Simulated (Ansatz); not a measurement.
Ansatz (a program for electronic structure) input (B3LYP-D3(BJ)/def2-TZVP):

Ansatz 0.2 input:
```yaml
crystal:
  periodic: [false, false, false]
  atoms:
    - {symbol: C, position_ang: [0.00000000, 0.00000000, 0.00000000]}
    - {symbol: H, position_ang: [-0.91735784, -0.13145752, -0.63016769]}
    - {symbol: H, position_ang: [0.19015165, 1.06908770, -0.27718520]}
    - {symbol: H, position_ang: [-0.34859334, -0.62708691, 0.86091956]}
    - {symbol: H, position_ang: [1.07579953, -0.31054327, 0.04643333]}
basis:
  gaussian:
    orbitals: def2-TZVP
hamiltonian:
  xc: b3lyp
  dispersion: d3bj
total_charge: 1
magnetization: {spin_polarized: true, initial_magnetization: 1}
phonons: {temperatures: {t_min: 298.15, t_max: 298.15, t_step: 100}}
```

Output:

```
Functional definition: B3LYP
integrals: 0.01 GiB planned
356 factors; their error is unknown
mean field: 0.11 GiB planned
mean field evaluation 1: about -1083.5578 eV, gradient 4.0e1 eV
mean field evaluation 2: about -1084.3717 eV, gradient 3.4e1 eV
mean field evaluation 4: about -1090.3949 eV, gradient 7.2e-2 eV
mean field evaluation 8: about -1090.3840 eV, gradient 2.1e-3 eV
mean field -1090.38399989 eV, -40.0708729072 hartree, gradient 1.8e-5 eV, S^2 0.752007; 0 other end points of the search recorded, 0 dependent functions left out
the calculation of the forces begins
reference -1090.38415729 eV, -40.0708786915 hartree; 5, 4 occupied and 50, 51 virtual orbitals, 356 factors
these checks for a lower state are left out or cut short: stability, starts, cluster_reference, orbital_swaps, neighbouring_geometries, increment
integrals: 0.01 GiB planned
356 factors; their error is unknown
mean field: 0.11 GiB planned
mean field evaluation 16: about -1090.3839 eV, gradient 1.2e-4 eV
mean field -1090.38390294 eV, -40.0708693442 hartree, gradient 1.6e-6 eV, S^2 0.752007; 0 other end points of the search recorded, 0 dependent functions left out
the calculation of the forces begins
reference -1090.38406034 eV, -40.0708751285 hartree; 5, 4 occupied and 50, 51 virtual orbitals, 356 factors
these checks for a lower state are left out or cut short: stability, starts, cluster_reference, orbital_swaps, neighbouring_geometries, increment
integrals: 0.01 GiB planned
356 factors; their error is unknown
mean field: 0.11 GiB planned
mean field -1090.38390294 eV, -40.0708693442 hartree, gradient 1.6e-6 eV, S^2 0.752007; 0 other end points of the search recorded, 0 dependent functions left out
the calculation of the forces begins
reference -1090.38406034 eV, -40.0708751285 hartree; 5, 4 occupied and 50, 51 virtual orbitals, 356 factors
these checks for a lower state are left out or cut short: stability, starts, cluster_reference, orbital_swaps, neighbouring_geometries, increment
integrals: 0.01 GiB planned
356 factors; their error is unknown
mean field: 0.11 GiB planned
mean field evaluation 32: about -1090.3840 eV, gradient 1.8e-6 eV
mean field -1090.38396965 eV, -40.0708717957 hartree, gradient 1.8e-6 eV, S^2 0.752005; 0 other end points of the search recorded, 0 dependent functions left out
the calculation of the forces begins
reference -1090.38412704 eV, -40.0708775798 hartree; 5, 4 occupied and 50, 51 virtual orbitals, 356 factors
these checks for a lower state are left out or cut short: stability, starts, cluster_reference, orbital_swaps, neighbouring_geometries, increment
integrals: 0.01 GiB planned
356 factors; their error is unknown
mean field: 0.11 GiB planned
mean field -1090.38397055 eV, -40.0708718289 hartree, gradient 2.0e-6 eV, S^2 0.752008; 0 other end points of the search recorded, 0 dependent functions left out
the calculation of the forces begins
reference -1090.38412796 eV, -40.0708776135 hartree; 5, 4 occupied and 50, 51 virtual orbitals, 356 factors
these checks for a lower state are left out or cut short: stability, starts, cluster_reference, orbital_swaps, neighbouring_geometries, increment
integrals: 0.01 GiB planned
356 factors; their error is unknown
mean field: 0.11 GiB planned
mean field -1090.38396385 eV, -40.0708715826 hartree, gradient 9.8e-7 eV, S^2 0.752007; 0 other end points of the search recorded, 0 dependent functions left out
the calculation of the forces begins
reference -1090.38412121 eV, -40.0708773656 hartree; 5, 4 occupied and 50, 51 virtual orbitals, 356 factors
these checks for a lower state are left out or cut short: stability, starts, cluster_reference, orbital_swaps, neighbouring_geometries, increment
integrals: 0.01 GiB planned
356 factors; their error is unknown
mean field: 0.11 GiB planned
mean field -1090.38396596 eV, -40.0708716602 hartree, gradient 1.6e-6 eV, S^2 0.752006; 0 other end points of the search recorded, 0 dependent functions left out
the calculation of the forces begins
reference -1090.38412339 eV, -40.0708774457 hartree; 5, 4 occupied and 50, 51 virtual orbitals, 356 factors
these checks for a lower state are left out or cut short: stability, starts, cluster_reference, orbital_swaps, neighbouring_geometries, increment
integrals: 0.01 GiB planned
356 factors; their error is unknown
mean field: 0.11 GiB planned
mean field -1090.38398677 eV, -40.0708724251 hartree, gradient 1.4e-6 eV, S^2 0.752005; 0 other end points of the search recorded, 0 dependent functions left out
the calculation of the forces begins
reference -1090.38414420 eV, -40.0708782105 hartree; 5, 4 occupied and 50, 51 virtual orbitals, 356 factors
these checks for a lower state are left out or cut short: stability, starts, cluster_reference, orbital_swaps, neighbouring_geometries, increment
integrals: 0.01 GiB planned
356 factors; their error is unknown
mean field: 0.11 GiB planned
mean field evaluation 64: about -1090.3840 eV, gradient 1.5e-6 eV
mean field -1090.38398524 eV, -40.0708723689 hartree, gradient 1.5e-6 eV, S^2 0.752008; 0 other end points of the search recorded, 0 dependent functions left out
the calculation of the forces begins
reference -1090.38414261 eV, -40.0708781520 hartree; 5, 4 occupied and 50, 51 virtual orbitals, 356 factors
these checks for a lower state are left out or cut short: stability, starts, cluster_reference, orbital_swaps, neighbouring_geometries, increment
integrals: 0.01 GiB planned
356 factors; their error is unknown
mean field: 0.11 GiB planned
mean field -1090.38395794 eV, -40.0708713654 hartree, gradient 1.8e-6 eV, S^2 0.752007; 0 other end points of the search recorded, 0 dependent functions left out
the calculation of the forces begins
reference -1090.38411536 eV, -40.0708771507 hartree; 5, 4 occupied and 50, 51 virtual orbitals, 356 factors
these checks for a lower state are left out or cut short: stability, starts, cluster_reference, orbital_swaps, neighbouring_geometries, increment
integrals: 0.01 GiB planned
356 factors; their error is unknown
mean field: 0.11 GiB planned
mean field -1090.38395596 eV, -40.0708712927 hartree, gradient 1.1e-6 eV, S^2 0.752006; 0 other end points of the search recorded, 0 dependent functions left out
the calculation of the forces begins
reference -1090.38411333 eV, -40.0708770760 hartree; 5, 4 occupied and 50, 51 virtual orbitals, 356 factors
Total energy: -1090.43603379 eV, -40.0727851178 hartree
Atom 0 at     0.000000     0.000000     0.000000 Å, force     0.000000    -0.000001    -0.000001 eV/Å
Atom 1 at    -0.917358    -0.131458    -0.630168 Å, force    -0.000002    -0.000007    -0.000012 eV/Å
Atom 2 at     0.190152     1.069088    -0.277185 Å, force    -0.000002     0.000010     0.000009 eV/Å
Atom 3 at    -0.348593    -0.627087     0.860920 Å, force    -0.000004     0.000006     0.000012 eV/Å
Atom 4 at     1.075800    -0.310543     0.046433 Å, force     0.000007    -0.000008    -0.000009 eV/Å
Dipole moment:     0.000000    -0.000000    -0.000000 e Å
Vibrations: 366.68 366.68 1067.95 1296.90 1442.76 2672.05 2801.49 2863.84 2863.85 cm⁻¹, zero-point energy 0.975892 eV
```
